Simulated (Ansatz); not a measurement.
Input file:

```yaml
crystal:
  periodic: [false, false, false]
  atoms:
    - {symbol: B, position_ang: [0.000000, 0.000000, 1.165459]}
    - {symbol: O, position_ang: [0.000000, 0.000000, -0.106612]}
    - {symbol: H, position_ang: [0.000000, 0.000000, -1.058847]}
basis:
  gaussian: {orbitals: cc-pVDZ}
magnetization: {spin_polarized: true, initial_magnetization: 0}
hamiltonian: {xc: {name: PBE}}
correlation: {method: bccd_t, electrons: all}
output: {forces: true}
```

```sh
$ ansatz run in.yaml --threads 1 --pin off --events-out ev --progress --plain --max-ram 2393MiB
```

Output:

```
304 factors; integrals over basis functions are off by at most 1.3e-3 eV
mean field evaluation 1: about -2731.3616 eV, gradient 3.2e1 eV
mean field evaluation 2: about -2731.3590 eV, gradient 3.2e1 eV
mean field evaluation 4: about -2734.2366 eV, gradient 1.1e1 eV
mean field evaluation 8: about -2734.9350 eV, gradient 3.4e-1 eV
mean field -2734.93571004 eV, -100.5070335378 hartree, gradient 8.0e-6 eV, S^2 0.000000; 0 other end points of the search recorded, 0 dependent functions left out
reference -2723.45067268 eV, -100.0849661997 hartree; 7, 7 occupied and 26, 26 virtual orbitals, 304 factors
second order -7.32658788 eV of doubles, -0.32373102 eV of singles
cycle   1  -7.46643992 eV  change    1.7e-1 eV  update   9.0e-2
cycle   2  -7.69535890 eV  change   -2.3e-1 eV  update   4.0e-2
cycle   3  -7.79507705 eV  change   -1.0e-1 eV  update   1.5e-2
cycle   4  -7.80062033 eV  change   -5.5e-3 eV  update   4.3e-3
cycle   5  -7.79976768 eV  change    8.5e-4 eV  update   1.4e-3
cycle   6  -7.79972814 eV  change    4.0e-5 eV  update   3.3e-4
cycle   7  -7.79965047 eV  change    7.8e-5 eV  update   1.4e-4
cycle   8  -7.79965362 eV  change   -3.2e-6 eV  update   5.1e-5
cycle   9  -7.79966936 eV  change   -1.6e-5 eV  update   1.8e-5
cycle  10  -7.79966427 eV  change    5.1e-6 eV  update   4.8e-6
cycle  11  -7.79966639 eV  change   -2.1e-6 eV  update   1.6e-6
cycle  12  -7.79966598 eV  change    4.1e-7 eV  update   4.6e-7
perturbative correction -0.22235064 eV, -0.0081712352 hartree
the calculation of the forces begins
mean field evaluation 16: about -2723.4497 eV, gradient 1.0e1 eV
Total energy: -2731.47268929 eV, -100.3797698727 hartree
Atom 0 at     0.000000     0.000000     1.165459 Å, force    -0.000000    -0.000000     1.301926 eV/Å
Atom 1 at     0.000000     0.000000    -0.106612 Å, force    -0.000000     0.000000    -1.097135 eV/Å
Atom 2 at     0.000000     0.000000    -1.058847 Å, force    -0.000000    -0.000000    -0.204791 eV/Å
Dipole moment:     0.000000     0.000000    -0.823237 e Å
```

Forces (eV/Å):
```
B    0.000  0.000  1.302
O    0.000  0.000 -1.097
H    0.000  0.000 -0.205
```

Ran on 1 thread of Arm Neoverse V1, shared host: 3.9 s wall, 0.14 GiB peak host memory.
